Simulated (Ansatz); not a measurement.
Input file:

```yaml
crystal:
  periodic: [false, false, false]
  atoms:
    - {symbol: Si, position_ang: [0.000000, 0.000000, 0.000000]}
    - {symbol: N, position_ang: [0.000000, 0.000000, 2.006000]}
basis:
  gaussian: {orbitals: 6-31G}
total_charge: 1
magnetization: {spin_polarized: true, initial_magnetization: 2}
correlation: {method: ccsdtq, electrons: outside_noble_gas}
```

```sh
$ ansatz run in.yaml --threads 1 --pin off --events-out ev --progress --plain --max-ram 2393MiB
```

Output:

```
456 factors; integrals over basis functions are off by at most 4.8e-8 eV
mean field evaluation 1: about -9319.6964 eV, gradient 3.7e1 eV
mean field evaluation 2: about -9319.7765 eV, gradient 3.6e1 eV
mean field evaluation 4: about -9329.2491 eV, gradient 5.3e0 eV
mean field evaluation 8: about -9330.2261 eV, gradient 2.3e0 eV
mean field evaluation 16: about -9331.4014 eV, gradient 1.7e-3 eV
mean field evaluation 32: about -9331.4014 eV, gradient 1.6e-4 eV
mean field evaluation 64: about -9331.4014 eV, gradient 3.0e-6 eV
mean field evaluation 96: about -9331.2182 eV, gradient 4.6e-7 eV
mean field evaluation 128: about -9325.3118 eV, gradient 2.4e1 eV
mean field evaluation 160: about -9331.2182 eV, gradient 6.1e-6 eV
...
mean field -9331.40143948 eV, -342.9226778500 hartree, gradient 8.1e-6 eV, S^2 2.882332; 17 other end points of the search recorded, 0 dependent functions left out
determinant -9331.40143948 eV, -342.9226778500 hartree, with singles and doubles -9333.95291143 eV, -343.0164427146 hartree
determinant -9331.21946165 eV, -342.9159902880 hartree, with singles and doubles -9334.31718919 eV, -343.0298296752 hartree
determinant -9331.21828424 eV, -342.9159470188 hartree, with singles and doubles -9334.27195534 eV, -343.0281673620 hartree
determinant -9331.21818085 eV, -342.9159432193 hartree, with singles and doubles -9334.33877367 eV, -343.0306228902 hartree
determinant -9329.78523687 eV, -342.8632834994 hartree, with singles and doubles -9333.72418869 eV, -343.0080373087 hartree
determinant -9329.08985404 eV, -342.8377286517 hartree, with singles and doubles -9331.70594610 eV, -342.9338682618 hartree
determinant -9329.05603113 eV, -342.8364856827 hartree, with singles and doubles -9331.74997277 eV, -342.9354862121 hartree
determinant -9331.40143948 eV, -342.9226778500 hartree, with singles and doubles -9334.04550073 eV, -343.0198453087 hartree
determinant -9331.21946165 eV, -342.9159902880 hartree, with singles and doubles -9334.34205194 eV, -343.0307433646 hartree
determinant -9331.21828424 eV, -342.9159470188 hartree, with singles and doubles -9334.34665250 eV, -343.0309124320 hartree
determinant -9331.21818085 eV, -342.9159432193 hartree, with singles and doubles -9334.34013178 eV, -343.0306728000 hartree
...
6 core orbitals not correlated: weight in the atoms' cores, before any rotation towards them, 1.000 or more for the frozen orbitals, at most 0.000 for the correlated occupied ones
reference -9331.21818085 eV, -342.9159432193 hartree; 5, 3 occupied and 11, 13 virtual orbitals, 456 factors
second order -2.25474253 eV of doubles, -0.00000000 eV of singles
...
cycle  14  -3.23563469 eV  change    2.4e-5 eV  update   8.1e-5
cycle  15  -3.23569004 eV  change   -5.5e-5 eV  update   5.5e-5
cycle  16  -3.23571793 eV  change   -2.8e-5 eV  update   2.2e-5
cycle  17  -3.23573142 eV  change   -1.3e-5 eV  update   1.7e-5
cycle  18  -3.23574023 eV  change   -8.8e-6 eV  update   1.0e-5
cycle  19  -3.23573740 eV  change    2.8e-6 eV  update   5.2e-6
cycle  20  -3.23573559 eV  change    1.8e-6 eV  update   2.9e-6
cycle  21  -3.23573568 eV  change   -9.3e-8 eV  update   2.0e-6
cycle  22  -3.23573550 eV  change    1.8e-7 eV  update   1.6e-6
cycle  23  -3.23573577 eV  change   -2.7e-7 eV  update   8.2e-7
Total energy: -9334.45391662 eV, -343.0348543156 hartree
```

The determinant lies 0.18 eV above the lowest one of its kind in the log. Its ⟨S²⟩ is 2.13 against 2.00 for a pure state. The T1 diagnostic is 0.053.

For the same geometry and basis full CI lies 0.7 meV higher.

Ran on 1 thread of Arm Neoverse V1, shared host: 23 s wall, 0.2 GiB peak host memory.
